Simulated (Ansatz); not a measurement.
formamide (SMILES NC=O) moved off its minimum; all values from Ansatz (a program for electronic structure), cores frozen in correlated methods.
(charge 0, multiplicity 1)
```xyz
6

N     -1.07334     0.24211    -0.01818
C      0.09521     0.39543    -0.05010
O      1.09985    -0.66030    -0.04303
H     -1.47271    -0.69397     0.15676
H     -1.63538     0.94918     0.11049
H      0.68105     1.44810    -0.24655
```

Forces at HF/def2-TZVPP (eV/Å):

```json
[
 {"atom": "N1", "Fx": "-7.691", "Fy": "-6.219", "Fz": "0.762"},
 {"atom": "C2", "Fx": "19.841", "Fy": "-2.891", "Fz": "-1.831"},
 {"atom": "O3", "Fx": "-6.898", "Fy": "6.306", "Fz": "0.187"},
 {"atom": "H4", "Fx": "0.850", "Fy": "1.281", "Fz": "-0.404"},
 {"atom": "H5", "Fx": "-3.513", "Fy": "4.154", "Fz": "0.370"},
 {"atom": "H6", "Fx": "-2.589", "Fy": "-2.630", "Fz": "0.916"}
]
```

Problem. Give the forces (eV/Å), the total energy and the dipole at CCSD(T)/cc-pVTZ.

Solution. 
```
atom      Fx      Fy      Fz
----  ------  ------  ------
N1    -8.828  -6.299   0.342
C2    20.176  -2.038  -1.543
O3    -5.812   5.284   0.159
H4     0.572   0.716  -0.260
H5    -3.848   4.559   0.566
H6    -2.260  -2.222   0.737
```
Energy -169.5387 hartree, dipole 5.60 D.
